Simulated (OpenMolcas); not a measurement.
**OpenMolcas input wanted**

C2H2F2 has 6 atoms, charge 0, and is taken as a singlet. As SMILES, `C=C(F)F`. The coordinates come from a PBE0-D4/def2-TZVP relaxation.

```xyz
6

C    -0.1159    0.4710   -0.5444
C     0.1050   -0.3946    0.4201
F    -0.4549   -0.3636    1.6076
F     0.9192   -1.4221    0.3430
H     0.3942    0.3606   -1.4884
H    -0.8056    1.2848   -0.3842
```

Settings wanted:

```
method                    : DFT
reference                 : RKS
relativity                : none
integral approximation    : none
symmetry                  : none
basis set                 : aug-cc-pVDZ
task                      : gradient
functional                : BLYP
nucleus                   : point
integration grid          : UltraFine
SCF convergence threshold : 1e-10
```

Write the OpenMolcas 26.06 input and the command.

This one ran through:

calc.input:
```
* C2H2F2 Kohn-Sham DFT

&GATEWAY
  BasLib=$CurrDir
  Coord
  6
  bohr
  C     -0.21901926     0.89006100    -1.02876690
  C      0.19842124    -0.74568593     0.79387394
  F     -0.85963641    -0.68710442     3.03792372
  F      1.73703625    -2.68737952     0.64817606
  H      0.74493004     0.68143524    -2.81266836
  H     -1.52236337     2.42792012    -0.72603278
  Basis=aug-cc-pVDZ
  Group=NoSym

&SEWARD
  GridInput
  Grid=UltraFine
  End of Grid

&SCF
  KSDFT=BLYP
  Thresholds=1e-10 1e-07 1e-07 1e-05
  PrOrbitals=1 2

&ALASKA
```

```bash
$ export MOLCAS_MEM=1860
$ pymolcas calc.input > calc.log
```

(Basis files named in the input come from the Basis Set Exchange and aren't shown.)

Calculated total energy: -277.05492 Eh, largest force 1.711 eV/Å. The shape is far from stationary at this level.
